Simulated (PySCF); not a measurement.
H3Si, SMILES [SiH3], multiplicity 2. Coordinates come from a B3LYP-D3(BJ)/def2-TZVPD optimisation. The isomer is the one that the SMILES or the coordinates give; other isomers of the formula were not compared.

Q: Give the equilibrium geometry at B3LYP-D3(BJ)/def2-TZVPD (PySCF confirms it by a frequency run) as Cartesian coordinates in Å, and its point group. (Estimate from the structure and the level; the computed values follow.)

A: point group C3v.
```xyz
4

Si     0.0000     0.0000     0.0803
H      1.2222    -0.7057    -0.3746
H     -1.2222    -0.7057    -0.3746
H      0.0000     1.4113    -0.3746
```
Charge 0, spin multiplicity 2.
